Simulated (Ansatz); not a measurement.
# C5H8: one species, many methods

The task here is to estimate one member of a computed series from the others.

The runs use Ansatz 0.2.0, Gaussian basis; functionals in def2-TZVPP, the program's frozen cores in correlated methods.

Plan: LDA (SPW92), PBE-D4, revPBE-D4, BLYP-D4, r2SCAN-D4, B97M-V, PBE0-D4, B3LYP-D4, r2SCANh-D4, r2SCAN0-D4, HSE06-D4, BHLYP-D4, CAM-B3LYP-D4, LC-ωPBE, ωB97X-V, ωB97M-V, B2PLYP, PBE-QIDH; CCSD(T)/def2-SVP; CCSD(T)/def2-TZVPP; MP2/def2-QZVPP; extrapolation to the limit; RPA on PBE.

### Structure used throughout

An earlier PBE0-D4 in a triple-zeta def2 set relaxation fixed the geometry.

SMILES `C#CC(C)C`, 13 atoms, charge 0, spin multiplicity 1.

Atoms are counted from 1 here; the program's logs count them from 0.

Bond lengths: C1–C2 1.201 Å, C1–H6 1.064 Å, C2–C3 1.458 Å, C3–C4 1.528 Å, C3–C5 1.528 Å, C3–H7 1.097 Å, C4–H8 1.093 Å, C4–H9 1.092 Å, C4–H10 1.091 Å, C5–H11 1.091 Å, C5–H12 1.092 Å, C5–H13 1.093 Å. Angles: C2–C1–H6 179.7°, C1–C2–C3 179.0°, C2–C3–C4 110.9°, C2–C3–C5 110.9°, C2–C3–H7 107.2°, C4–C3–C5 111.5°, C4–C3–H7 108.1°, C5–C3–H7 108.1°, C3–C4–H8 110.1°, C3–C4–H9 110.4°, C3–C4–H10 111.2°, H8–C4–H9 108.3°, H8–C4–H10 108.6°, H9–C4–H10 108.1°, C3–C5–H11 111.2°, C3–C5–H12 110.4°, C3–C5–H13 110.1°, H11–C5–H12 108.1° and more.

Coordinates:

```mol
C5H8
  3D, bonds by distance, orders not assigned

 13 12  0  0  0  0  0  0  0  0999 V2000
   -1.2081    1.7377   -1.3498 C   0  0
   -0.4697    0.9449   -0.8317 C   0  0
    0.4086   -0.0235   -0.1862 C   0  0
    0.6614    0.3584    1.2718 C   0  0
   -0.1600   -1.4371   -0.3044 C   0  0
   -1.8589    2.4412   -1.8120 H   0  0
    1.3683    0.0038   -0.7175 H   0  0
    1.3538   -0.3505    1.7317 H   0  0
   -0.2729    0.3425    1.8375 H   0  0
    1.0874    1.3597    1.3492 H   0  0
   -0.3181   -1.7128   -1.3479 H   0  0
   -1.1189   -1.5068    0.2140 H   0  0
    0.5271   -2.1577    0.1454 H   0  0
  1  2  8  0
  2  3  8  0
  3  4  8  0
  3  5  8  0
  1  6  8  0
  3  7  8  0
  4  8  8  0
  4  9  8  0
  4 10  8  0
  5 11  8  0
  5 12  8  0
  5 13  8  0
M  END
```

The first run:

Contents of in.yaml:

```yaml
crystal:
  periodic: [false, false, false]
  atoms:
    - {symbol: C, position_ang: [-1.208111, 1.737683, -1.349812]}
    - {symbol: C, position_ang: [-0.469666, 0.944905, -0.831657]}
    - {symbol: C, position_ang: [0.408644, -0.023482, -0.186246]}
    - {symbol: C, position_ang: [0.661360, 0.358413, 1.271753]}
    - {symbol: C, position_ang: [-0.159983, -1.437052, -0.304362]}
    - {symbol: H, position_ang: [-1.858940, 2.441246, -1.812013]}
    - {symbol: H, position_ang: [1.368314, 0.003845, -0.717481]}
    - {symbol: H, position_ang: [1.353791, -0.350514, 1.731731]}
    - {symbol: H, position_ang: [-0.272889, 0.342548, 1.837478]}
    - {symbol: H, position_ang: [1.087406, 1.359705, 1.349182]}
    - {symbol: H, position_ang: [-0.318065, -1.712812, -1.347943]}
    - {symbol: H, position_ang: [-1.118920, -1.506812, 0.213992]}
    - {symbol: H, position_ang: [0.527059, -2.157702, 0.145368]}
basis:
  gaussian: {orbitals: def2-TZVPP}
hamiltonian: {xc: lda}
output: {orbitals: {seedname: orbitals}}
```

Started as:

```bash
ansatz run in.yaml --threads 4 --pin off --events-out ev --progress --plain --max-ram 10444MiB
```

Steps of the session up to this table: LDA; PBE-D4 (GGA); revPBE-D4 (GGA); BLYP-D4 (GGA); r2SCAN-D4 (meta-GGA); B97M-V (meta-GGA); PBE0-D4 (hybrid); B3LYP-D4 (hybrid); r2SCANh-D4 (hybrid); r2SCAN0-D4 (hybrid); HSE06-D4 (hybrid); BHLYP-D4 (hybrid); CAM-B3LYP-D4 (range-separated); LC-ωPBE (range-separated); ωB97X-V (range-separated); ωB97M-V (range-separated); B2PLYP (double hybrid); PBE-QIDH (double hybrid).

One of the session's tables, all rows but one given; the rest of the session is left out.

It belongs to the step «Orbital energies across the functionals». 

| functional | HOMO (eV) | LUMO (eV) | gap (eV) |
| --- | --- | --- | --- |
| LDA (SPW92) | -6.60 | -0.18 | 6.43 |
| PBE-D4 | -6.44 | 0.03 | 6.46 |
| revPBE-D4 | -6.37 | 0.11 | 6.49 |
| BLYP-D4 | -6.29 | 0.08 | 6.37 |
| r2SCAN-D4 | -6.65 | 0.46 | 7.11 |
| B97M-V | -6.67 | 0.25 | 6.92 |
| PBE0-D4 | -7.65 | 0.93 | 8.58 |
| B3LYP-D4 | -7.43 | 0.62 | 8.05 |
| r2SCANh-D4 | -7.11 | 0.80 | 7.91 |
| r2SCAN0-D4 | -7.80 | 1.26 | 9.06 |
| HSE06-D4 | -7.25 | 0.55 | 7.80 |
| BHLYP-D4 | -8.73 | 1.63 | 10.36 |
| CAM-B3LYP-D4 | -9.03 | 1.78 | 10.81 |
| LC-ωPBE | -10.45 | 3.06 | 13.52 |
| ωB97X-V | ? | ? | ? |
| ωB97M-V | -9.94 | 2.48 | 12.42 |

Q: Estimate the row for ωB97X-V from the others.

As computed: HOMO (eV): -10.05; LUMO (eV): 2.86; gap (eV): 12.91. In the column «HOMO (eV)» it lies between LC-ωPBE (-10.45) and ωB97M-V (-9.94).
